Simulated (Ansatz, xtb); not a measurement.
Species: H$_{3}$O$_{2}$ (charge +1, singlet). It need not be the lowest isomer of its formula. 
Geometry from a B3LYP-D3(BJ)/def2-TZVP (Ansatz, an electronic-structure program) optimisation:
```
O
H 1 0.9882
H 1 0.9882 2 110.68
O 1 1.4533 2 105.72 3 -114.02
H 4 0.9836 1 100.29 2 -121.30
```
Charge +1, spin multiplicity 1.

Harmonic wavenumbers from GFN2-xTB (xtb, at its own minimum), cm⁻¹: 299, 974, 1051, 1053, 1239, 1316, 2951, 2982, 3286.

**Question.** Give the harmonic wavenumbers at B3LYP-D3(BJ)/def2-TZVP (Ansatz, finite differences of forces, unscaled).

**Answer.** 429, 867, 1010, 1161, 1463, 1629, 3485, 3555, 3594 cm⁻¹. Zero-point energy 24.6 kcal/mol.

**Question.** From these and the geometry, give the ideal-gas thermochemistry at 298.15 K and 1 atm (rigid rotor, harmonic oscillator).

**Answer.** Point group Cs, rotational symmetry number 1. Rotational constants 196, 23.94, 23.84 GHz. S(trans) 36.59, S(rot) 18.60, S(vib) 1.18, S(elec, spin only) 0.00, S 56.4 cal/(mol K). H(298) - H(0) 2.63 kcal/mol; G - E(el) 10.4 kcal/mol.
